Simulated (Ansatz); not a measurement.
Question: Name a neutral molecule of C, N, O and H with size of the dipole moment (B3LYP/def2-TZVPP) between 1.80 and 2.10 D and HOMO energy (B3LYP/def2-TZVPP) between -6.10 and -5.80 eV (Ansatz, PBE0-D4/def2-TZVP geometry).

Answer: `CN=C=C=O` (2.07 D, -6.09 eV); `Nc1ncco1` (1.89 D, -6.01 eV). Other molecules can fit too; these were computed, each in one conformer that needn't be the lowest.

B3LYP here is the variant with VWN-RPA as its local correlation; programs differ in this.
